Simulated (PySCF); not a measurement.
Two-photon absorption: SMILES Clc1ccco1, C₄H₃ClO

Cartesian coordinates in Å; atom numbers follow the order of the lines, from 1:
```xyz
9

Cl    2.7702   -0.6489   -0.1692
C     1.1094   -0.2957   -0.0720
C     0.4540    0.8940    0.0273
C    -0.9230    0.5571    0.0726
C    -0.9859   -0.7980   -0.0026
O     0.2507   -1.3272   -0.0912
H     0.8917    1.8689    0.0630
H    -1.7442    1.2390    0.1508
H    -1.8092   -1.4832   -0.0038
```

Level of theory: TDDFT BHandHLYP/def2-SVPD excited states, vertical, gas phase in PySCF 2.14.0. Geometry: GFN2-xTB.

(1) Give the one- and two-photon strengths of the lowest singlets.

Results:

(1) δ for parallel linear polarisation; σ at the peak of a Lorentzian of half width 0.1 eV, single beam; Ω is circular over linear.
| state | E (eV) | f | photon λ (nm) | δ (au) | σ (GM) | Ω | main |
| --- | --- | --- | --- | --- | --- | --- | --- |
| S1 | 6.05 | 0.248 | 410 | 9.97 | 0.13 | 0.54 | HOMO→LUMO 0.97 |
| S2 | 6.41 | 0.001 | 387 | 18.1 | 0.27 | 1.50 | HOMO→LUMO+2 0.67, HOMO→LUMO+1 0.13 |
| S3 | 6.54 | 0.008 | 379 | 12.9 | 0.20 | 1.50 | HOMO→LUMO+1 0.82, HOMO→LUMO+2 0.12 |
| S4 | 7.14 | 0.014 | 347 | 206 | 3.85 | 0.90 | HOMO→LUMO+5 0.59, HOMO−1→LUMO 0.32 |
| S5 | 7.27 | 0.015 | 341 | 52.1 | 1.01 | 1.50 | HOMO→LUMO+3 0.74, HOMO→LUMO+4 0.13 |

Among these, the strongest one-photon state is S1, the strongest two-photon state S4, with a dipole change of 0.6 D (relaxed, norm of the difference vector).
